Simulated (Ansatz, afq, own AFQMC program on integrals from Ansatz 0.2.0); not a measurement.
Where AFQMC and coupled cluster stand for BH4O, doublet

| atom | x (Å) | y (Å) | z (Å) |
| --- | --- | --- | --- |
| O | -1.0731 | -0.0303 | 0.0000 |
| H | -1.3225 | 0.8963 | 0.0000 |
| H | 0.0589 | -0.0303 | 0.0000 |
| B | 1.3579 | -0.0303 | 0.0000 |
| H | 1.8669 | -0.0303 | 1.0770 |
| H | 1.8669 | -0.0303 | -1.0770 |

Connectivity, by distances: OH ··· BH2, 1 bridging H.

Basis cc-pVTZ. Noble-gas cores (and the filled d shells of Ga–Kr and In–Xe) are frozen. Ansatz 0.2.0 and our own AFQMC program on the same integrals; the CISD trial comes from CCSD amplitudes, and released means the phaseless constraint is let go. Error bars are statistical, one sigma.

Determinant: UHF, the one that the program's search chose, which needn't be the lowest solution. The geometry is a point of a scan.

No full CI on the walks' own integrals is used here. The released AFQMC energy serves as the reference, which it does only where one determinant dominates, the energy is flat over the last release times and near the phaseless one (40 meV or 2 meV an electron, half that with transition metals). On small molecules, where full CI could be run and the noise was under 10 meV, such values lay within 10 meV of it in 19 cases of 20, a flattering rate, since the rule was set on those same cases; what remains of the bias isn't in the error bar.

Cautions: the released value is read at 1.62 1/Eh with a noise of 14 meV, more than in the cases checked, later times being too noisy (meV from the phaseless value at times in 1/Eh: 3 ± 6 at 0.24, -14 ± 4 at 0.51, -32 ± 7 at 0.99, -11 ± 14 at 1.62, -14 ± 17 at 2.40).

```
T1 diagnostic                               : 0.0157
weight of the determinant in the CISD state : 0.884
⟨S²⟩ of the determinant                     : 0.775
size of the correlated space                : 13 electrons in 114 orbitals
```

```json
{"level": "MP2", "correlation energy (eV)": "-9.7152"}
{"level": "CCSD", "correlation energy (eV)": "-10.4318"}
{"level": "CCSD(T)", "correlation energy (eV)": "-10.7564"}
```

Question: Estimate where AFQMC with the constraint released lies against CCSD(T) on the same integrals.

Answer: 1.12 ± 0.50 mEh below CCSD(T).

Reference: AFQMC with the constraint released, correlation energy -10.787 ± 0.014 eV.

| level | E − E(reference) (mEh) | share of correlation (%) |
| --- | --- | --- |
| CCSD(T) | 1.12 ± 0.50 | 99.72 |
| ph-AFQMC/CISD | 0.42 ± 0.57 | 99.90 |

A walk keeps the symmetry of its determinant, which the program's search chose and which needn't be the lowest solution, so a lower state of the same spin and another symmetry isn't excluded. Released energies are given only where the last usable release times agree within the noise; a slower fall can still hide under it.
